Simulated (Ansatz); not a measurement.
Single points on Mg2O.

```yaml
crystal:
  periodic: [false, false, false]
  atoms:
    - {symbol: Mg, position_ang: [0.897717, 0.824543, 1.331659]}
    - {symbol: Mg, position_ang: [-0.897828, -0.824520, -1.331594]}
    - {symbol: O, position_ang: [0.000121, -0.000024, -0.000065]}
basis:
  gaussian: {orbitals: def2-TZVPD, initial_orbitals: start.molden}
hamiltonian: {xc: r2scan, dispersion: d4}
scf: {omitted_lower_state_checks: [starts]}
output: {orbitals: {seedname: orbitals}}
```

The file start.molden holds the orbitals of an earlier run on this structure, at another level or in another basis.

```sh
$ ansatz run in.yaml --threads 2 --pin off --events-out ev --progress --plain --max-ram 22528MiB --backend cpu
```

Output, abridged:

```
Functional definition: r2SCAN
  name "r2SCAN"
  cite "Furness, Kaplan, Ning, Perdew & Sun, J. Phys. Chem. Lett. 11, 8208 (2020) doi:10.1021/acs.jpclett.0c02405"
  cite "Furness, Kaplan, Ning, Perdew & Sun, J. Phys. Chem. Lett. 11, 9248 (2020) doi:10.1021/acs.jpclett.0c03077"
  parent r2scan
  parameter k0 = 0.174
  parameter k1 = 0.065
  parameter a1 = 4.9479
  exchange = r2scan_x(k0 = k0, k1 = k1, a1 = a1)
  correlation = r2scan_c
these checks for a lower state are left out or cut short: starts
800 factors; their error is unknown
mean field evaluation 1: about -12934.4669 eV, gradient 8.1e0 eV
mean field evaluation 2: about -12934.5077 eV, gradient 1.0e-1 eV
mean field evaluation 4: about -12934.4841 eV, gradient 2.7e-4 eV
mean field evaluation 8: about -12934.4841 eV, gradient 1.5e-5 eV
mean field -12934.48407535 eV, -475.3335224608 hartree, gradient 1.5e-5 eV, S^2 0.000000; 0 other end points of the search recorded, 0 dependent functions left out
reference -12934.48408510 eV, -475.3335228193 hartree; 16, 16 occupied and 94, 94 virtual orbitals, 800 factors
Total energy: -12934.50300500 eV, -475.3342181127 hartree
Checks for a lower state left out: starts
```

It took 1.5 s on 2 threads of AMD EPYC 7R13 on a shared host.

The first input with `gaussian: {orbitals: STO-3G}`, `hamiltonian: {xc: hf}` (abridged; 0.1 s):

```
Functional definition: HF
mean field -12730.68515751 eV, -467.8440503702 hartree, gradient 8.7e-6 eV, S^2 0.000000
Total energy: -12730.68515751 eV, -467.8440503702 hartree
Checks for a lower state left out: starts
```

The first input with `gaussian: {orbitals: def2-TZVP, initial_orbitals: start.molden}`, `hamiltonian: {xc: pbe0, dispersion: d4}`, `output: {forces: true, orbitals: {seedname: orbitals}}` and without the key `scf` (abridged; 1 s):

```
Functional definition: PBE0
mean field evaluation 16: about -12928.7403 eV, gradient 3.2e-2 eV
mean field -12928.78791127 eV, -475.1241922919 hartree, gradient 7.1e-6 eV, S^2 0.000000; 1 other end points of the search recorded, 0 dependent functions left out
Total energy: -12928.86993437 eV, -475.1272065854 hartree
Atom 0 force    -0.059082    -0.054292    -0.087688 eV/Å
Atom 1 force     0.059135     0.054281     0.087659 eV/Å
Atom 2 force    -0.000053     0.000011     0.000029 eV/Å
Dipole moment:    -0.000088     0.000018     0.000048 e Å
```

As the first input, with `gaussian: {orbitals: def2-TZVP, initial_orbitals: start.molden}`, `correlation: {method: mp2}` and without the key `hamiltonian` (abridged; 0.7 s):

```
Functional definition: HF
mean field -12900.57406333 eV, -474.0873525043 hartree, gradient 1.2e-6 eV, S^2 0.000000; unrestricted orbitals would lower it
mean field evaluation 16: about -12902.3488 eV, gradient 2.3e0 eV
unrestricted determinant -12902.57530938 eV, -474.1608969401 hartree, S^2 0.9941
3 core orbitals not correlated: weight in the atoms' cores, before any rotation towards them, 1.000 or more for the frozen orbitals, at most 0.000 for the correlated occupied ones
second order -18.13875802 eV of doubles, -0.00000000 eV of singles
Total energy: -12918.71282135 eV, -474.7539395667 hartree
Checks for a lower state left out: starts
```

As the first input, with `gaussian: {orbitals: def2-TZVP, initial_orbitals: start.molden}`, `hamiltonian: {xc: {name: B3LYP}, dispersion: d4}` (abridged; 0.65 s):

```
Functional definition: B3LYP
mean field -12938.12767588 eV, -475.4674223106 hartree, gradient 3.3e-5 eV, S^2 0.000000
Total energy: -12938.29002137 eV, -475.4733883974 hartree
Checks for a lower state left out: starts
```

First input, but with `gaussian: {orbitals: def2-TZVP, initial_orbitals: start.molden}`, `hamiltonian: {xc: {name: revPBE}, dispersion: d4}` (abridged; 0.5 s):

```
Functional definition: revPBE
mean field -12934.02407887 eV, -475.3166179022 hartree, gradient 5.7e-5 eV, S^2 0.000000
Total energy: -12934.26063855 eV, -475.3253113101 hartree
Checks for a lower state left out: starts
```

Geometry: B3LYP-D4/def2-TZVP.

B3LYP takes the VWN-RPA correlation. Correlated methods freeze 3 core orbitals; core or outer-core shells of Mg are correlated, in sets that lack core-valence functions. The restricted singlet is unstable towards broken spin symmetry at other levels; at r2SCAN-D4/def2-TZVPD, B3LYP-D4/def2-TZVP, revPBE-D4/def2-TZVP this wasn't settled. The restricted singlet is unstable towards broken spin symmetry in Hartree–Fock (as tested in another run); at HF/STO-3G this wasn't settled. At HF/STO-3G the highest occupied level of the charge 0 singlet lies above zero (up to 1.53 eV). In Hartree–Fock with STO-3G the lack of diffuse functions raises the level. At PBE0-D4/def2-TZVP, MP2/def2-TZVP the restricted singlet (for correlated methods, its reference) is unstable: a solution with broken spin symmetry lies lower. The geometry of the singlet was relaxed on an unsound state (restricted singlet, unstable towards broken spin symmetry at other levels and untested here). At PBE0-D4/def2-TZVP a triplet of charge 0 lies 0.50 eV below the restricted singlet, each at its own geometry. The structure comes from a short search, and lower isomers may exist.
